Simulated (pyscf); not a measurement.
Single points on ωB97X-D3(BJ)/def2-SVP structures (PySCF, gas phase).

SMILES: CC(C)C(=O)O
```xyz
14

C      0.9666    -1.1161    -1.0346
C      0.0725    -0.7457     0.1555
C     -0.4618     0.6876     0.0441
C     -1.0660    -1.7502     0.3173
O     -1.2069    -2.4650     1.2688
O     -1.9454    -1.8009    -0.7106
H      0.4296    -1.0268    -1.9946
H      1.3388    -2.1486    -0.9507
H      1.8351    -0.4413    -1.0838
H      0.6541    -0.8408     1.0840
H      0.3729     1.4054     0.0325
H     -1.1184     0.9395     0.8908
H     -1.0347     0.8423    -0.8867
H     -1.6958    -1.1665    -1.3938
```
Charge 0, spin multiplicity 1.

**Question.** What is the homolytic dissociation enthalpy (298 K, ωB97M-D3(BJ)/def2-TZVP) of the C–H bond of `[CH3][CH]([CH3])[C](=[O])[OH]`, to H₃C–C•(CH₃)–C(=O)–OH + H•?

**Answer.** C–H to H₃C–C•(CH₃)–C(=O)–OH + H•: 82.4 kcal/mol. The 7 functionals that were run give +76.0 (r²SCAN) to +82.4 kcal/mol (ωB97M-D3(BJ)). The radicals are drawn with the spin at the cut bond; how far it spreads was not checked. Other isomers of H₃C–C•(CH₃)–C(=O)–OH were not searched in full and may lie lower.
